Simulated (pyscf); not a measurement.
HO–AsH₂ + water (H₂O) -> HO–AsH₂ + water (H₂O) (four-centre exchange; singlet surface; H–O, H–O broken, H–O, H–O formed). PySCF, gas phase, ωB97X-D3(BJ)/def2-SVP geometries. Correlated levels are frozen-core, on RHF or UHF. ΔMP2 is the change of the MP2 total energy from the triple- to the quadruple-zeta basis. Energies in kJ/mol from the separated reactants.

```csv
level,barrier,reaction energy
ωB97X-D3(BJ)/def2-TZVP,168.6,0.0
PBE0-D3(BJ)/def2-TZVP,151.2,0.0
M06-2X/def2-TZVP,161.6,0.0
HF/def2-TZVP,255.4,0.0
MP2/def2-QZVPP,163.1,0.0
CCSD/def2-TZVPP,190.3,0.0
CCSD(T)/def2-TZVPP + ΔMP2(QZVPP),…,0.0
```

Problem. Some entries are withheld; supply them.

Solution. 
- CCSD(T)/def2-TZVPP + ΔMP2(QZVPP), barrier: 176.3

On the reactant side the descent ends in a complex, 25.5 kJ/mol under the separated species and 194.1 kJ/mol under the saddle at ωB97X-D3(BJ)/def2-TZVP. On the product side the descent ends in a complex, 25.5 kJ/mol under the separated species and 194.1 kJ/mol under the saddle at ωB97X-D3(BJ)/def2-TZVP. One saddle was located; it need not be the lowest between these sides. The CCSD(T) − MP2 part came from Ansatz, without density fitting, on the same reference. The frozen core leaves the outer d or s,p core shells of the metals and heavy elements correlated in the MP2 and CC values, and def2-TZVPP describes them poorly, which can shift differences by a few kcal/mol. Elements up to Kr have no core potential and no relativistic terms here.
